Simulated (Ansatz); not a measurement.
Geometry optimisation, RKS PBE0/def2-SVP in Ansatz 0.2.0.

Input:

```yaml
crystal:
  periodic: [false, false, false]
  atoms:
    - { symbol: Si, position_ang: [-0.088527, -0.179662, 0.042321] }
    - { symbol: O, position_ang: [-0.004997, -0.25868, 1.707161] }
    - { symbol: H, position_ang: [-0.796855, -0.530176, 2.183014] }
    - { symbol: Cl, position_ang: [1.824166, -0.477474, -0.655311] }
    - { symbol: H, position_ang: [-0.595804, 1.118521, -0.460027] }
    - { symbol: H, position_ang: [-0.933284, -1.289806, -0.479221] }
    - { symbol: H, position_ang: [1.114425, 2.044271, 0.897912] }
    - { symbol: H, position_ang: [0.850875, 1.774406, 1.508951] }
basis:
  gaussian: { orbitals: def2-SVP }
hamiltonian:
  xc: pbe0
relax:
  f_tol: 0.03
  max_steps: 50
output:
  orbitals: {}
```

Launched with:

```bash
$ ansatz run input.yaml --threads 1 --pin off --max-ram 2048MiB --backend cpu --events-out ev --progress --plain --runs-dir out
```

Problem. Where does it end, and by what steps?

Solution. The run converged. After 24 steps the energy has fallen by 0.288 eV; H7 moved furthest, 1.61 Å.

```
step  energy less start (eV)  largest force component (eV/Å)  accepted
   0                  0.0000                           1.470       yes
   1                 -0.1138                           0.210       yes
   2                 -0.1533                           0.170       yes
   3                 -0.1667                           0.625       yes
   4                 -0.1772                           0.449       yes
   5                 -0.2058                           0.457       yes
   6                 -0.2173                           0.540       yes
   7                 -0.2549                           0.156       yes
   8                 -0.2629                           0.260       yes
   9                 -0.2643                           0.559       yes
  10                 -0.2728                           0.338       yes
  11                 -0.2690                           0.359        no
  12                 -0.2763                           0.195       yes
  13                 -0.2805                           0.036       yes
  14                 -0.2817                           0.170       yes
  15                 -0.2820                           0.184       yes
  16                 -0.2681                           0.331        no
  17                 -0.2849                           0.072       yes
  18                 -0.2856                           0.082       yes
  19                 -0.2863                           0.123       yes
  20                 -0.2868                           0.101       yes
  21                 -0.2874                           0.039       yes
  22                 -0.2876                           0.039       yes
  23                 -0.2877                           0.032       yes
  24                 -0.2877                           0.015       yes
```

```xyz
8
Properties=species:S:1:pos:R:3
Si -0.326 -0.500 -0.272
O -0.176 0.215 1.213
H 0.054 -0.347 1.961
Cl 1.470 -1.314 -0.895
H -0.718 0.578 -1.208
H -1.308 -1.619 -0.246
H 1.380 2.888 2.243
H 0.993 2.300 1.950
```

Run time: 49 s on 1 thread of Arm Neoverse V2, on a shared host, peak memory 0.14 GiB.
